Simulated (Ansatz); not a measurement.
Two isomers of C4H8O: A = `OCC1CC1`, B = `C=CCCO`.

Calculated with Ansatz (gas phase, PBE0-D4/def2-TZVP geometries, no zero-point term in ΔE). CCSD(T)/CBS is the MP2 limit (def2-TZVPP, def2-QZVPP) plus CCSD(T) − MP2 in def2-TZVPP, frozen cores. Functionals use def2-TZVPP. B3LYP here is the variant with VWN-RPA as its local correlation; programs differ in this. One conformer a species, not always the lowest.

A:

```xyz
13

O     1.907   -0.197   -1.280
C     1.314   -0.213    0.001
C    -0.148   -0.539   -0.039
C    -1.047   -0.036    1.044
C    -1.129    0.561   -0.327
H     1.363    0.360   -1.843
H     1.862   -0.966    0.574
H     1.453    0.753    0.513
H    -0.381   -1.514   -0.454
H    -1.856   -0.674    1.376
H    -0.602    0.566    1.828
H    -0.739    1.565   -0.458
H    -1.995    0.334   -0.936
```

B:

Z-matrix (Å, degrees):
```
C
C 1 1.498
C 1 1.516 2 114.9
H 1 1.098 2 108.8 3 -123.0
H 1 1.096 2 108.9 3 122.3
C 2 1.328 1 126.5 3 14.1
H 2 1.088 1 115.3 3 -166.1
O 3 1.410 1 112.7 2 65.4
H 3 1.092 1 109.6 2 -176.7
H 3 1.100 1 110.1 2 -59.3
H 6 1.083 2 121.0 1 179.4
H 6 1.086 2 122.6 1 0.5
H 8 0.962 3 107.6 1 -50.2
```

(1) Which isomer does CCSD(T)/CBS put lower? Give the gap. (Best estimate.)

(2) Give E(B) − E(A) in kcal/mol with HF/def2-TZVPP, ωB97M-V, CCSD/def2-TZVPP, CCSD(T)/def2-TZVPP, PBE-D4, B3LYP, PBE0-D4. (Best estimate.)

Largest T1 diagnostic: 0.010.

Results:

(1) The calculation gave: B, by 5.1 kcal/mol.

(2) Ansatz gave: HF/def2-TZVPP -6.3, ωB97M-V -3.3, CCSD/def2-TZVPP -4.4, CCSD(T)/def2-TZVPP -4.7, PBE-D4 -2.5, B3LYP -5.6, PBE0-D4 -1.1. None reverses the order clearly.

From PBE to PBE0 (25 % exact exchange), in def2-TZVPP and without D4, E(B) − E(A) moves by +1.4 kcal/mol. In def2-TZVPP, CCSD(T) changes the Hartree–Fock value by +1.6 kcal/mol (the triples alone add −0.3 kcal/mol) and MP2 by +4.3 kcal/mol.
